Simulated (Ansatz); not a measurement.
Basis-set series for styrene (`C=Cc1ccccc1`). The species carries charge 0 and has multiplicity 1. Geometry: relaxed with PBE0-D4/def2-TZVP. It is one conformer, not always the lowest.

```json
{"functional": "PBE0-D4", "basis": "def2-SVP", "functions": "152", "energy (Eh)": "-309.06455", "HOMO (eV)": "-6.56", "LUMO (eV)": "-0.96"}
{"functional": "PBE0-D4", "basis": "def2-TZVPP", "functions": "360", "energy (Eh)": "-309.39261", "HOMO (eV)": "-6.59", "LUMO (eV)": "-1.10"}
{"functional": "ωB97M-V", "basis": "def2-SVP", "functions": "152", "energy (Eh)": "-309.27905", "HOMO (eV)": "-8.57", "LUMO (eV)": "1.08"}
{"functional": "ωB97M-V", "basis": "def2-TZVPP", "functions": "360", "energy (Eh)": "-309.62264", "HOMO (eV)": "-8.60", "LUMO (eV)": "0.87"}
```

(1) Give the rows for def2-QZVPP. (An estimate is asked.)

## Answers

(1) Computed: 
| functional | basis | functions | energy (Eh) | HOMO (eV) | LUMO (eV) |
| --- | --- | --- | --- | --- | --- |
| PBE0-D4 | def2-QZVPP | 696 | -309.40871 | -6.61 | -1.14 |
| ωB97M-V | def2-QZVPP | 696 | -309.63763 | -8.61 | 0.80 |

Positive LUMOs are unbound and depend on the basis.
